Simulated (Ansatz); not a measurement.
# Relaxing Si2Br3

Level of theory: DFT PBE, scalar-relativistic, plane waves, PAW in Ansatz 0.2.0. Cutoff 420 eV, Γ-centred k mesh, Gaussian smearing, no spin polarisation in the final step.

Si2Br3 was placed on the tetradymite structure type (R-3m, No. 166), with Si in place of Bi, Br in place of Te, at a guessed volume.

```
CELL_PARAMETERS angstrom
1.95739 1.13010 9.07349
-1.95739 1.13010 9.07349
0.00000 -2.26020 9.07349
ATOMIC_POSITIONS crystal
Si 0.40000 0.40000 0.40000
Si 0.60000 0.60000 0.60000
Br 0.00000 0.00000 0.00000
Br 0.20950 0.20950 0.20950
Br 0.79050 0.79050 0.79050
```

Steps on the 6×6×6 mesh (5 atoms). 6 of 6 steps are shown, and the free energy counts from the last. Trial steps that were taken back and renewals of the plane-wave basis can be among the rows.

```
step  ΔF (meV/atom) V (Å³/atom) P (GPa) largest force component (eV/Å)
   1          115.3        24.09     4.33                           0.624
   2           42.4        26.51     1.35                           0.356
   3           14.4        27.80     1.25                           0.146
   4            2.6        29.98    -0.01                           0.165
   5            0.8        29.74     0.15                           0.021
   6            0.0        29.74     0.18                           0.021
```

A final relaxation ran on a 12×12×12 mesh. The relaxed crystal, R-3m (No. 166):

Space group R-3m:H (No. 166). a = 4.265 Å, b = 4.265 Å, c = 29.527 Å, α = 90.00°, β = 90.00°, γ = 120.00°
```csv
atom,site,symmetry,x,y,z
Si,6c,3m,0.6667,0.3333,0.7230
Br,3a,-3m,0.0000,0.0000,0.0000
Br,6c,3m,0.3333,0.6667,0.9008
```

For Si2Br3, the volume per atom is 31.0 Å³, the density is 3.2 g/cm³ and the energy over the elements is 0.13 eV/atom. The gap on the 12×12×12 mesh is 0 eV (a metal).

Formation energies are uncorrected and refer to the elements' standard structures at the same level.

The final run used a 12×12×12 mesh on its 5-atom cell and 0.10 eV smearing. The k mesh leaves about 4 meV/atom of noise in metals. No dispersion correction is applied, so the spacing between layers, chains or molecules is poorly fixed, and with it the volume and density.

Symmetry constrained the relaxation, so the result can be a saddle point.

Cost: 3 runs of about 2.4 core-minutes in all, on Intel Xeon 6975P-C (Granite Rapids) (shared hosts).